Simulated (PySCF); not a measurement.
CH, optimised at PBE0/def2-TZVP:

```xyz
2

C      0.0058    -0.4139     0.3790
H     -0.0058     0.4139    -0.3790
```

Computed with PySCF (xtb for GFN2) and rigid-rotor harmonic-oscillator thermochemistry at 1 bar. 6-31G* has spherical d functions here. Open shells (unrestricted): CH (multiplicity 2). GFN2 has no spin-polarisation term. Spin-orbit splitting is ignored; it lowers the true energy and changes the entropy of CH. B3LYP is the form with VWN-RPA correlation. Warning, spin contamination: CH (PBE/def2-SVP, PBE0/def2-TZVP).

### Question
List the harmonic frequencies (cm⁻¹, unscaled) at this level and at the other levels, each on its own geometry.

### Answer
- PBE0/def2-TZVP: 2853
- B3LYP/6-31G*: 2805
- GFN2-xTB: 2766
- PBE/def2-SVP: 2743
